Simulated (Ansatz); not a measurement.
C4H4S, septet, at a GFN2-xTB geometry of the parent state (a higher spin typed on purpose: for a closed-shell molecule this is an excited state); R2SCAN/STO-3G run with Ansatz (a first-principles code).

Ansatz was given this input:
Ansatz 0.2 input:
```yaml
crystal:
  periodic: [false, false, false]
  atoms:
    - {symbol: C, position_ang: [0.35092478, -1.44730662, 0.17002423]}
    - {symbol: C, position_ang: [-0.95647938, -1.13310453, 0.21903019]}
    - {symbol: C, position_ang: [-1.19845781, 0.28467556, 0.04537170]}
    - {symbol: S, position_ang: [0.28246175, 1.20363624, -0.18147496]}
    - {symbol: C, position_ang: [1.19697211, -0.29100648, -0.04441717]}
    - {symbol: H, position_ang: [0.77466952, -2.42903399, 0.27239484]}
    - {symbol: H, position_ang: [-1.77115108, -1.81720929, 0.36782085]}
    - {symbol: H, position_ang: [-2.14437716, 0.78394528, 0.04428006]}
    - {symbol: H, position_ang: [2.26371244, -0.27542949, -0.12095013]}
basis:
  gaussian:
    orbitals: STO-3G
hamiltonian:
  xc: r2scan
magnetization: {spin_polarized: false, initial_magnetization: 6}
```

Question: Predict the main parts of the log of this Ansatz run.

Answer: 
```
Functional definition: r2SCAN
438 factors; integrals over basis functions are off by at most 2.9e-5 eV
mean field evaluation 1: about -14850.7024 eV, gradient 2.1e1 eV
mean field evaluation 2: about -14850.6376 eV, gradient 2.1e1 eV
mean field evaluation 4: about -14854.7913 eV, gradient 9.3e0 eV
mean field evaluation 8: about -14855.1000 eV, gradient 3.6e0 eV
mean field evaluation 16: about -14855.1781 eV, gradient 5.5e-2 eV
mean field evaluation 32: about -14854.5064 eV, gradient 4.5e-3 eV
mean field evaluation 64: about -14845.8417 eV, gradient 7.5e0 eV
mean field -14855.17843762 eV, -545.9177383811 hartree, gradient 2.7e-6 eV, S^2 12.000000; 6 other end points of the search recorded, 0 dependent functions left out
reference -14855.17844354 eV, -545.9177385986 hartree; 25, 19 occupied and 8, 14 virtual orbitals, 438 factors
Total energy: -14855.17844354 eV, -545.9177385986 hartree
```
